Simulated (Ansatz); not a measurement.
## [BH2···H···SiH3], doublet along the distance B1-H4

Starting geometry:

```csv
atom,x (Å),y (Å),z (Å)
B,-2.1227,0.0000,0.0000
H,-2.7195,1.0336,0.0000
H,-2.7195,-1.0336,0.0000
H,-0.9293,0.0000,0.0000
Si,0.9003,0.0000,0.0000
H,1.3502,-1.4163,0.0000
H,1.3502,0.7081,-1.2265
H,1.3502,0.7081,1.2265
```

From there H4 is moved from one fragment to the other while all else, the fragments' distance too, stays fixed; atoms are numbered as listed. Energies are in kJ/mol, counted from the starting geometry at the same level.

Basis cc-pVDZ; Ansatz 0.2.0. Only valence electrons are correlated (noble-gas cores frozen). Prefix R: restricted or restricted open-shell reference; prefix U: unrestricted.

The reference follows the lowest state, whose symmetry changes along the scan.

Full CI isn't at hand for all of this; UCCSDT(Q) serves as the reference, and is uncertain by about the last step of the cluster series. The frozen core follows each run's orbitals, which can shift R against U totals by a few meV.

| distance B1-H4 (Å) | RHF |
| --- | --- |
| 1.194 | 0.0 |
| 1.249 | 7.3 |
| 1.360 | 29.3 |
| 1.472 | 32.3 |
| 1.583 | 43.1 |

Estimate the UCCSDT(Q) curve in cc-pVDZ from this one, knowing how RHF errs.

The computed UCCSDT(Q) values, in kJ/mol from the starting point, and the error of RHF against them:
```
distance B1-H4 (Å)  UCCSDT(Q)  RHF less UCCSDT(Q)
             1.194        0.0                 0.0
             1.249        2.6                 4.6
             1.360       17.3                12.1
             1.472       24.5                 7.8
             1.583       40.7                 2.4
```

The error spans 12.1 kJ/mol and is largest, 12.1 kJ/mol, at 1.360 Å.
